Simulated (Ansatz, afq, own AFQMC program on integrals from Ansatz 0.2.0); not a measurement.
**CHSi, quartet: AFQMC among the cluster methods**

```xyz
3

Si    0.0000    0.0439    0.7509
C     0.0000   -0.1514   -1.5569
H     0.0000    0.5822   -2.3708
```

Connectivity, by distances: Si–CH.

Basis cc-pVDZ. Only valence electrons are correlated. AFQMC by an in-house program on the Cholesky factors that Ansatz 0.2.0 writes for its CCSD(T) run. The CISD trial takes its coefficients from CCSD amplitudes. Released means that phaseless walkers are propagated on without the constraint, phases kept. Free AFQMC starts from the CCSD state and is never constrained. Its projection time is finite, and what remains of the start isn't in its error. Error bars are statistical, one sigma.

Determinant: UHF, the one that the program's search chose, which needn't be the lowest solution. The geometry is a point of a scan.

No full CI on the walks' own integrals is used here; CCSDT(Q) serves as the reference and is uncertain by about the last step of the cluster series.

Cautions: lower spins were not checked; higher spins were not checked; raised T1 diagnostic (T1 0.040, weight of the determinant 0.86, largest double 0.07).

The T1 diagnostic is 0.0402 and the weight of the determinant in the CISD state is 0.858. The ⟨S²⟩ of the determinant is 3.796. The size of the correlated space is 9 electrons in 31 orbitals.

| level | correlation energy (eV) |
| --- | --- |
| MP2 | -3.8910 |
| CCSD | -4.9343 |
| CCSD(T) | -5.1052 |

Problem. Estimate where AFQMC with the constraint released lies against CCSD(T) on the same integrals.

Solution. 71.3 ± 24.2 meV below CCSD(T).

Reference: CCSDT(Q), correlation energy -5.176 eV. The released energy is read at 2.40 1/Eh (meV from the phaseless value at times in 1/Eh: -1 ± 13 at 0.24, 6 ± 11 at 0.51, 5 ± 15 at 0.99, -22 ± 17 at 1.62, -23 ± 24 at 2.40).

```csv
level,E − E(reference) (meV),share of correlation (%)
CCSD(T),70.7,98.63
CCSDT,15.7,99.70
ph-AFQMC/HF,157.8 ± 55.8,96.95
ph-AFQMC/CISD,22.2 ± 13.8,99.57
released AFQMC,-0.6 ± 24.2,100.01
free AFQMC,-1.7 ± 20.3,100.03
```

Free projections are given only where their last times agree within the noise and don't stop above the reference; a slow remainder of the start can still hide under it. A walk keeps the symmetry of its determinant, which the program's search chose and which needn't be the lowest solution, so a lower state of the same spin and another symmetry isn't excluded. Released energies are given only where the last usable release times agree within the noise; a slower fall can still hide under it.
